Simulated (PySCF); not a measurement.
```xyz
2

C     0.0000    0.0000   -0.7604
C     0.0000    0.0000    0.7604
```

Basis set: aug-cc-pVTZ (spherical functions). Correlated methods keep 2 orbitals frozen. Charge 0, multiplicity 1.

Starred EOM-CCSD(T)(a) on the restricted Hartree–Fock determinant with PySCF 2.14.0; the energies are vertical.

Task: The solver was asked for the few lowest roots only. Give the electron affinities of singlet C₂ among them whose weight of singles is over 0.7 (positive where the electron binds).

Result:

| root | energy (eV) | weight of singles |
| --- | --- | --- |
| 1 | 3.79 | 0.95 |

Higher main lines weren't sought.
